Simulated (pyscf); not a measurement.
`[Br][SiH2][Br]` + `[H]` [doublet] → `[Br][SiH][Br]` [doublet] + `[H][H]`, a hydrogen abstraction (doublet surface; H–Si broken, H–H formed). Optimised with ωB97X-D3(BJ)/def2-SVP in PySCF. Energies in eV from the separated reactants.

AM1 to PM7: differences of heats of formation from MOPAC, which are fitted to 298 K values and so differ in kind from electronic energies by zero-point and thermal terms. Open shells are spin-unrestricted. 

Question: Quick AM1 single points give ΔE‡ = -0.25 eV and ΔE = -1.88 eV. What does ωB97M-D3(BJ)/def2-TZVP give, and how far is the quick result from it?

Answer: ωB97M-D3(BJ)/def2-TZVP gives ΔE‡ = 0.19 eV and ΔE = -0.60 eV. AM1 lies 0.44 eV under it in the barrier and 1.28 eV under it in the reaction energy, so on this step it does not hold to within 0.13 eV. At AM1 this geometry lies under one side, so its ΔE‡ may be no barrier of that level. ωB97M-D3(BJ)/def2-TZVP has limits of its own. This is the saddle that the search found; another between the same sides may lie lower. The angle at the transferred H is 178°. In the def2 sets elements up to Kr have no core potential.
